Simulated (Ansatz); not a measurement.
in.yaml

```yaml
crystal:
  periodic: [false, false, false]
  atoms:
    - {symbol: B, position_ang: [-1.521454, 0.000000, 0.000000]}
    - {symbol: H, position_ang: [-2.118188, 1.033571, 0.000000]}
    - {symbol: H, position_ang: [-2.118188, -1.033571, 0.000000]}
    - {symbol: H, position_ang: [-0.029454, 0.000000, 0.000000]}
    - {symbol: B, position_ang: [1.537546, 0.000000, 0.000000]}
    - {symbol: H, position_ang: [2.046619, 0.000000, 1.077008]}
    - {symbol: H, position_ang: [2.046619, 0.000000, -1.077008]}
basis:
  gaussian: {orbitals: cc-pVDZ}
magnetization: {spin_polarized: false, initial_magnetization: 1}
correlation: {method: ccsd_t, electrons: outside_noble_gas}
```

```sh
$ ansatz run in.yaml --threads 1 --pin off --events-out ev --progress --plain --max-ram 2393MiB
```

Output:

```
477 factors; integrals over basis functions are off by at most 1.3e-3 eV
mean field evaluation 1: about -1416.4460 eV, gradient 1.2e1 eV
mean field evaluation 2: about -1416.4453 eV, gradient 1.2e1 eV
mean field evaluation 4: about -1417.4409 eV, gradient 4.1e-1 eV
mean field evaluation 8: about -1417.4440 eV, gradient 2.8e-3 eV
mean field evaluation 16: about -1416.2567 eV, gradient 1.1e1 eV
mean field evaluation 32: about -1417.3461 eV, gradient 6.0e-1 eV
mean field evaluation 64: about -1417.1764 eV, gradient 1.1e0 eV
mean field evaluation 96: about -1417.1857 eV, gradient 2.5e-1 eV
mean field evaluation 128: about -1417.4439 eV, gradient 3.5e-2 eV
mean field -1417.44396543 eV, -52.0901049514 hartree, gradient 2.4e-6 eV, S^2 0.750000; 12 other end points of the search recorded, 0 dependent functions left out
mean field evaluation 160: about -1417.4824 eV, gradient 3.4e0 eV
mean field evaluation 192: about -1417.6588 eV, gradient 9.0e-1 eV
determinant -1417.44396543 eV, -52.0901049514 hartree, with singles and doubles -1423.52504961 eV, -52.3135806732 hartree
determinant -1417.18596401 eV, -52.0806235740 hartree, with singles and doubles -1423.24504485 eV, -52.3032906879 hartree
determinant -1416.81750090 eV, -52.0670828045 hartree, with singles and doubles -1422.93020461 eV, -52.2917205226 hartree
determinant -1417.44396543 eV, -52.0901049514 hartree, with singles and doubles -1423.52504947 eV, -52.3135806681 hartree
determinant -1417.18596401 eV, -52.0806235740 hartree, with singles and doubles -1423.24519243 eV, -52.3032961114 hartree
mean field evaluation 224: about -1417.4452 eV, gradient 1.6e-2 eV
2 core orbitals not correlated: weight in the atoms' cores, before any rotation towards them, 1.000 or more for the frozen orbitals, at most 0.000 for the correlated occupied ones
reference -1417.44396543 eV, -52.0901049514 hartree; 6, 5 occupied and 45, 46 virtual orbitals, 477 factors
second order -4.77176084 eV of doubles, -0.11118387 eV of singles
cycle   1  -6.08109184 eV  change   -7.8e-6 eV  update   2.1e-6
perturbative correction -0.11558995 eV, -0.0042478524 hartree
Total energy: -1423.64064722 eV, -52.3178288071 hartree
```

For the same geometry and basis UCCSDT(Q) lies 30.4 meV lower.

Ran on 1 thread of Arm Neoverse V2, shared host: 5.5 s wall, 0.16 GiB peak host memory.
